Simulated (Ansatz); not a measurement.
Born–Oppenheimer molecular dynamics of BH$_{2}$O (4 atoms, charge 0, multiplicity 2). It starts at the highest image of a converged band, a first-order saddle point between two minima.

All numbers below come from UKS BHLYP-D4/def2-SVPD (Ansatz 0.2.0).

| Property | Result |
| --- | --- |
| ensemble | NVE (velocity Verlet) |
| time step | 0.5 fs |
| steps asked | 200 |
| starting velocities drawn for | 100 K |
| seed | 9687 |

Frames 0.5 fs apart, positions in Å.

Velocities at 45.0 fs (Å/ps):

```
B 8.94 -2.42 4.83
O -10.44 -4.35 0.41
H -3.17 10.48 -26.31
H 72.90 84.58 -32.04
```

```xyz
4
Properties=species:S:1:pos:R:3 time_fs=45.0 energy_less_start_eV=-0.891 T=3538
B -0.170 -0.360 0.194
O 0.115 0.849 -0.491
H -1.246 -0.936 0.114
H -0.861 1.134 -0.648
4
Properties=species:S:1:pos:R:3 time_fs=45.5 energy_less_start_eV=-1.015 T=4013
B -0.165 -0.361 0.196
O 0.109 0.846 -0.491
H -1.248 -0.931 0.101
H -0.821 1.176 -0.665
4
Properties=species:S:1:pos:R:3 time_fs=46.0 energy_less_start_eV=-1.103 T=4351
B -0.160 -0.361 0.198
O 0.103 0.844 -0.491
H -1.248 -0.924 0.089
H -0.776 1.218 -0.681
4
Properties=species:S:1:pos:R:3 time_fs=46.5 energy_less_start_eV=-1.143 T=4508
B -0.156 -0.361 0.199
O 0.097 0.841 -0.490
H -1.247 -0.917 0.077
H -0.729 1.259 -0.699
4
Properties=species:S:1:pos:R:3 time_fs=47.0 energy_less_start_eV=-1.143 T=4516
B -0.151 -0.361 0.200
O 0.091 0.837 -0.489
H -1.245 -0.909 0.066
H -0.682 1.302 -0.718
4
Properties=species:S:1:pos:R:3 time_fs=47.5 energy_less_start_eV=-1.128 T=4465
B -0.146 -0.360 0.201
O 0.084 0.834 -0.487
H -1.241 -0.901 0.056
H -0.638 1.346 -0.738
4
Properties=species:S:1:pos:R:3 time_fs=48.0 energy_less_start_eV=-1.120 T=4430
B -0.141 -0.359 0.201
O 0.079 0.829 -0.485
H -1.237 -0.892 0.048
H -0.599 1.392 -0.760
4
Properties=species:S:1:pos:R:3 time_fs=48.5 energy_less_start_eV=-1.114 T=4403
B -0.137 -0.357 0.201
O 0.073 0.825 -0.483
H -1.231 -0.884 0.040
H -0.563 1.440 -0.783
4
Properties=species:S:1:pos:R:3 time_fs=49.0 energy_less_start_eV=-1.091 T=4307
B -0.133 -0.355 0.200
O 0.067 0.820 -0.481
H -1.224 -0.876 0.034
H -0.530 1.489 -0.808
4
Properties=species:S:1:pos:R:3 time_fs=49.5 energy_less_start_eV=-1.033 T=4082
B -0.128 -0.353 0.199
O 0.062 0.814 -0.478
H -1.217 -0.868 0.029
H -0.498 1.536 -0.833
4
Properties=species:S:1:pos:R:3 time_fs=50.0 energy_less_start_eV=-0.942 T=3734
B -0.124 -0.350 0.197
O 0.057 0.809 -0.475
H -1.209 -0.862 0.025
H -0.466 1.579 -0.856
4
Properties=species:S:1:pos:R:3 time_fs=50.5 energy_less_start_eV=-0.834 T=3324
B -0.121 -0.346 0.195
O 0.052 0.804 -0.472
H -1.200 -0.856 0.023
H -0.431 1.617 -0.876
```

Of the whole run (100 fs, mean temperature of the second half 3020 K): The conserved energy stayed within 1.5 meV per atom of its start (net change -0.29 meV per atom), so the integration is sound. The system heated up, since it started high on the potential surface and ran downhill. A run of 0.1 ps of so small a system gives no equilibrium averages.

Time of the run: 4.2 min on 1 thread of Arm Neoverse V1 (shared host), peak memory 0.1 GiB.
